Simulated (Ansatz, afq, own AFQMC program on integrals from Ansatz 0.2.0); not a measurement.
# BS⁺, quintet in cc-pVDZ, levels against CCSDT(Q)

```yaml
atoms:
  - { symbol: B, position_ang: [0.0000, 0.0000, 0.0000] }
  - { symbol: S, position_ang: [0.0000, 0.0000, 1.7033] }
```

Basis cc-pVDZ. Noble-gas cores (and the filled d shells of Ga–Kr and In–Xe) are frozen. Integrals, coupled cluster, full CI and functionals: Ansatz 0.2.0; the random walks run on the same integrals in our own AFQMC program. The CISD trial takes its coefficients from CCSD amplitudes. Released means that phaseless walkers are propagated on without the constraint, phases kept. Free AFQMC starts from the CCSD state and is never constrained. Its projection time is finite, and what remains of the start isn't in its error. ± is one standard error of the sampling.

Determinant: UHF, the one that the program's search chose, which needn't be the lowest solution. The geometry is a PBE0/def2-TZVP stationary point of this or a neighbouring charge and spin state.

No full CI on the walks' own integrals is used here; CCSDT(Q) serves as the reference and is uncertain by about the last step of the cluster series.

Cautions: another spin lies lower (by 4.05 eV).

```
T1 diagnostic                               : 0.0171
weight of the determinant in the CISD state : 0.926
⟨S²⟩ of the determinant                     : 6.013
size of the correlated space                : 8 electrons in 26 orbitals
```

```csv
level,correlation energy (eV)
MP2,-2.7747
CCSD,-3.4933
CCSD(T),-3.5717
```

Q: Estimate where AFQMC with the constraint released lies against CCSD(T) on the same integrals.

A: 23.9 ± 5.2 meV below CCSD(T).

Reference: CCSDT(Q), correlation energy -3.596 eV. The released energy is read at 2.40 1/Eh (meV from the phaseless value at times in 1/Eh: -7 ± 5 at 0.24, -14 ± 5 at 0.51, -16 ± 4 at 0.99, -20 ± 4 at 1.62, -15 ± 5 at 2.40).

```
         level  E − E(reference) (meV)  share of correlation (%)
       CCSD(T)                    24.4                     99.32
         CCSDT                     4.5                     99.87
   ph-AFQMC/HF             65.4 ± 27.1                     98.18
 ph-AFQMC/CISD              15.1 ± 4.8                     99.58
released AFQMC               0.5 ± 5.2                     99.99
    free AFQMC              -3.4 ± 8.6                    100.09
```

Free projections are given only where their last times agree within the noise and don't stop above the reference; a slow remainder of the start can still hide under it. A walk keeps the symmetry of its determinant, which the program's search chose and which needn't be the lowest solution, so a lower state of the same spin and another symmetry isn't excluded. Released energies are given only where the last usable release times agree within the noise; a slower fall can still hide under it.
